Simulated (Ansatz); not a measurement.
A run of Ansatz (development build ahead of 0.2.0) on singlet CH(+) at this shape:

```xyz
2

C    -0.0003    0.0075   -0.2133
H     0.0311   -0.0261    0.9541
```

Its results:

- Converged: yes
- Reference energy: -37.90034 hartree
- Correlation energy: -0.07020 hartree
- Total energy: -37.97055 hartree
- Spin squared of the determinant: 0.000

Q: Which input gives this output? Name the method, the orbitals and the basis set, and write the input.

A: RHF-MP2 in aug-cc-pVDZ. An unrestricted run that stays on the closed shell gives the same numbers.

```yaml
crystal:
  periodic: [false, false, false]
  atoms:
    - { symbol: C, position_ang: [-0.0003, 0.00748, -0.21332] }
    - { symbol: H, position_ang: [0.03106, -0.0261, 0.95407] }
basis:
  gaussian: { orbitals: aug-cc-pVDZ }
total_charge: 1
hamiltonian:
  xc: hf
correlation:
  method: mp2
  frozen_orbitals: { C: 1, H: 0 }
```
